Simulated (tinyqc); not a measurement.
Stretching all distances: RHF, UHF, MP2, CISD and CCSD against full CI in the sto-3g basis, for H2O, spin multiplicity 1. Computed by the program tinyqc with PySCF. Command: `OMP_NUM_THREADS=1 python tinyqc.py 113978 113979 out.jsonl`; one thread of a shared host (Intel(R) Xeon(R) Processor @ 2.60GHz), about 10 s.

Geometry (angstrom):

| atom | x | y | z |
|---|---|---|---|
| O | 0.0000 | 0.0000 | 0.0000 |
| H | 0.0000 | 0.7700 | 0.4930 |
| H | 0.0000 | -0.7700 | 0.4930 |

All coordinates are multiplied by the scale. c0^2 is the weight of the RHF determinant in the lowest singlet FCI state (UHF is spin-contaminated and may lie near states of higher spin) and n(LUMO) the first natural occupation beyond the occupied space.

Full CI energy (hartree) and errors against it (kcal/mol):

| scale | distance 1-2 (angstrom) | E(FCI) | RHF | UHF | MP2 | CISD | CCSD | <S^2> UHF | c0^2 | n(LUMO) |
|---|---|---|---|---|---|---|---|---|---|---|
| 0.860 | 0.786 | -74.85828 | 19.131 | 19.131 | 4.780 | 0.142 | 0.042 | 0.000 | 0.988 | 0.012 |
| 1.040 | 0.951 | -75.00198 | 29.643 | 29.643 | 8.498 | 0.415 | 0.089 | 0.000 | 0.975 | 0.026 |
| 1.220 | 1.115 | -74.99814 | 45.388 | 45.388 | 14.519 | 1.216 | 0.183 | 0.000 | 0.948 | 0.056 |
| 1.400 | 1.280 | -74.94606 | 67.528 | 66.382 | 23.320 | 3.282 | 0.376 | 0.249 | 0.901 | 0.110 |
| 1.580 | 1.445 | -74.88576 | 96.251 | 62.442 | 34.676 | 7.605 | 0.610 | 1.089 | 0.827 | 0.198 |
| 1.760 | 1.609 | -74.83287 | 131.097 | 44.355 | 47.817 | 14.997 | 0.363 | 1.510 | 0.728 | 0.318 |
| 1.940 | 1.774 | -74.79328 | 170.826 | 26.885 | 61.540 | 25.408 | -1.797 | 1.737 | 0.610 | 0.463 |
| 2.120 | 1.938 | -74.76772 | 212.698 | 14.619 | 78.264 | 38.432 | -6.138 | 1.861 | 0.474 | 0.609 |

UHF parts from RHF first at scale 1.4 of those listed, where <S^2> leaves zero. The weight c0^2 goes from 0.99 to 0.47 and n(LUMO) from 0.01 to 0.61: static correlation grows as the bonds break into open-shell fragments. The spread of the error along the curve, which distorts its shape, is CCSD 6.7, CISD 38.3, UHF 51.8, MP2 73.5, RHF 193.6 kcal/mol. Below FCI somewhere: CCSD, as non-variational methods may be.
